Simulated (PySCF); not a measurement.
Isomerisation enthalpies of C3H6

**What was measured.**

Active Thermochemical Tables 1.112 lists, for the gas at 0 K: enthalpy of formation of `C=CC` 35.37 ± 0.33 kJ/mol; enthalpy of formation of `C1CC1` 70.78 ± 0.52 kJ/mol.

How close the calculation comes is told at the end.

Differences of these values give the isomerisation enthalpies. Geometries: PBE0-D3(BJ)/def2-SVP; runs in PySCF, gas phase, with a dispersion term only where the level names one. Total electronic energies (Eh):

```json
{"SMILES": "C=CC", "PBE0-D3(BJ)/def2-SVP": "-117.67320"}
{"SMILES": "C1CC1", "PBE0-D3(BJ)/def2-SVP": "-117.66912"}
```

Geometry of `C=CC` (Å):
```
atom  x, y, z in Å
C1     1.2923    0.1250   -0.2685
C2     0.2261   -0.0873    0.5041
C3    -1.1961   -0.0088    0.0579
H4     1.1869    0.3805   -1.3283
H5     2.3089    0.0517    0.1264
H6     0.3873   -0.3412    1.5600
H7    -1.7481    0.7593    0.6255
H8    -1.2744    0.2339   -1.0122
H9    -1.7212   -0.9626    0.2340
```

Geometry of `C1CC1` (Å):
```
atom  x, y, z in Å
C1    -0.757   -0.463    0.021
C2     0.737   -0.466    0.141
C3     0.012    0.812   -0.156
H4    -1.349   -0.587    0.932
H5    -1.205   -0.922   -0.864
H6     1.176   -0.593    1.134
H7     1.320   -0.928   -0.661
H8    -0.050    1.567    0.634
H9     0.093    1.232   -1.162
```

Zero-point and thermal terms are left out, so the computed numbers are electronic energies.

**Comparison with experiment**

Relative to `C=CC`, the lowest by measurement, in kJ/mol (measured: enthalpies at 0 K; computed: electronic energies):

```csv
SMILES,measured,PBE0-D3(BJ)/def2-SVP
C=CC,0.0,0.0
C1CC1,35.4,10.7
```

Measured values: 35.37 kJ/mol (0 K; Active Thermochemical Tables 1.112) for the first row; the others come from the same table. Unsigned miss: PBE0-D3(BJ)/def2-SVP 24.7 kJ/mol. Where a level misses, the cause wasn't examined.
